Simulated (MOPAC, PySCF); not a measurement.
Constitutional and geometric isomers with formula C2H6S. Gas-phase values, no solvent. One relaxed conformer stands for each flexible species; it need not be the lowest. Strings in code marks are SMILES.

Quantity: electronic energy of isomers of C2H6S relative to `CCS` (C–C–S–H torsion 62°), in kcal/mol. Semi-empirical values (MOPAC) are differences of heats of formation.

Level 1: B3LYP/3-21G // PBE0-D3(BJ)/def2-TZVP (PySCF)
Level 2: BP86/6-31G* // PBE0-D3(BJ)/def2-TZVP (PySCF)
Level 3: HF/3-21G // PBE0-D3(BJ)/def2-TZVP (PySCF)
Level 4: AM1 // PBE0-D3(BJ)/def2-TZVP (MOPAC)

```csv
species,level 1,level 2,level 3,level 4
`CSC`,1.45,-0.08,1.41,1.78
```
